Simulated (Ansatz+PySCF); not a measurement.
A calculation with PySCF 2.14.0.

```python
from pyscf import gto, scf

mol = gto.M(atom="""
O 0.000000 0.000000 -0.594140
O 0.000000 0.000000 0.594140
B 30.000000 0.000000 -0.751410
H 30.000000 0.000000 3.757070
""", basis='6-31g', charge=0, spin=2)
mf = scf.ROHF(mol)
mf.init_guess = 'huckel'
mf.kernel()
while True:  # follow internal instabilities
    mo, _, stable, _ = mf.stability(return_status=True)
    if stable: break
    mf.kernel(mf.make_rdm1(mo, mf.mo_occ))
print(mf.converged, mf.e_tot, mf.spin_square()[0])
```

The script is written out from the run's settings.

Results

```json
{"Converged": "yes", "Total energy": "-174.47929 hartree", "Spin squared of the determinant": "2.000"}
```

Caution: this determinant is likely not that of the ground state; an unrestricted determinant lies well below.
